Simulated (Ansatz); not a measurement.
# B₃H+ (doublet): from Hartree-Fock to the top rungs, def2-QZVPP

The task here is to estimate one member of a computed series from the others.

Program: Ansatz 0.2.0, Gaussian basis. Level of theory: def2-QZVPP, core rule «outside noble gas», up to 3 orbitals frozen. These are calculated values, not measurements.

Plan: UHF; ROHF; CCSD(T) on UHF.

2 further runs of the same task are left out: 2 set aside as unsound or not needed.

## The system

The geometry is a PBE0/def2-TZVP stationary point (not a proven minimum) of the parent state, kept for this charge and spin.

4 atoms, charge 1, spin multiplicity 2.

Atoms are counted from 1 here; the program's logs count them from 0.

Bond lengths: B1–B2 1.597 Å, B1–B3 1.597 Å, B1–H4 1.184 Å, B2–B3 1.488 Å. Angles: B2–B1–B3 55.5°, B2–B1–H4 152.2°, B3–B1–H4 152.2°, B1–B2–B3 62.2°, B1–B3–B2 62.2°.

The first run:

in.yaml reads:

```yaml
crystal:
  periodic: [false, false, false]
  atoms:
    - {symbol: B, position_ang: [0.000000, 0.000000, 0.877935]}
    - {symbol: B, position_ang: [0.000000, -0.744017, -0.535109]}
    - {symbol: B, position_ang: [0.000000, 0.744017, -0.535109]}
    - {symbol: H, position_ang: [0.000000, 0.000000, 2.062404]}
basis:
  gaussian: {orbitals: "def2-QZVPP.json"}
total_charge: 1
magnetization: {spin_polarized: true, initial_magnetization: 1}
hamiltonian: {xc: hf}
output: {orbitals: {seedname: orbitals}}
```

Started as:

```console
$ ansatz run in.yaml --threads 1 --pin off --events-out ev --progress --plain --max-ram 2393MiB
```

Among the steps run: UHF; ROHF; CCSD(T) on UHF.

One table of the session follows, with a row left open; its other results are not shown here.

```
  method  from UCCSD(T) (kJ/mol)
    ROHF                  +769.8
     UHF                  +734.3
    UMP2                  +176.0
   UCCSD                       ?
UCCSD(T)                       0
```

Q: Estimate the row for UCCSD from the others.

**Answer.** from UCCSD(T) (kJ/mol): +49.6. In the column «from UCCSD(T) (kJ/mol)» it lies between UCCSD(T) (0) and UMP2 (+176.0).

Limits of these values: The determinant is far from a pure spin state, so its energy mixes those of several spin states (harmless only where they are near-degenerate, as at dissociation).
